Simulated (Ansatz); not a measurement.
**Which is lower?**

Two relaxed structures of CH2LiN, closed shell (PBE0-D4/def2-TZVP; forces vanish, vibrations not checked).

A:

Li1  (-0.213, -0.974, 1.700)
N2  (-0.517, 0.313, 0.482)
C3  (0.674, 0.069, 0.259)
H4  (1.306, -0.755, 0.863)
H5  (1.360, 0.515, -0.480)
(Å)

B:

| atom | x (Å) | y (Å) | z (Å) |
| --- | --- | --- | --- |
| Li1 | -1.6507 | -0.4889 | -0.5826 |
| N2 | -0.6391 | 0.9082 | -0.0496 |
| C3 | 0.1221 | -0.1419 | -0.0496 |
| H4 | -0.2257 | 1.8006 | 0.2296 |
| H5 | 1.1714 | 0.0226 | 0.2582 |

Program: Ansatz 0.2.0. Basis: def2-TZVPP. Cores are frozen in the correlated methods. The outer core shell of Li, Na, Mg and K is correlated. B3LYP uses VWN-RPA correlation.

(1) Which structure is lower at CCSD(T), and by how much? (Judge from chemistry; the value comes from the calculation.)

(2) Do the other methods give the same order? (Judge from chemistry; the calculation decides.)

No T1 diagnostic of these runs exceeds 0.018.

## Answers

(1) The calculation gives: B, by 0.022 eV (electronic energy, against the other); a gap this small isn't resolved in one triple-zeta basis. By their contacts, A is CH₂LiN ([H]1[Li]2[N][CH]12) and B is CH₂LiN ([Li]1[CH][NH]1).

(2) Computed: Not all: PBE-D4, r2SCAN-D4, PBE0-D4, B3LYP-D4, MP2 give the other order.

| method | E(B) − E(A) (eV) |
| --- | --- |
| PBE-D4 | 0.093 |
| r2SCAN-D4 | 0.071 |
| PBE0-D4 | 0.022 |
| B3LYP-D4 | 0.038 |
| wB97M-V | -0.047 |
| HF | -0.119 |
| MP2 | 0.008 |
| CCSD | -0.049 |
| CCSD(T) | -0.022 |

Labels in which every atom is bracketed show which atoms are joined, not bond orders.

For scale, one of the runs: CCSD(T)/def2-TZVPP, 109 basis functions, launched by `ansatz run in.yaml --threads 2 --pin off --events-out ev --progress --plain --max-ram 4352MiB`. The run took about 4.2 s on 2 CPU threads of an Arm Neoverse V1 (shared host).
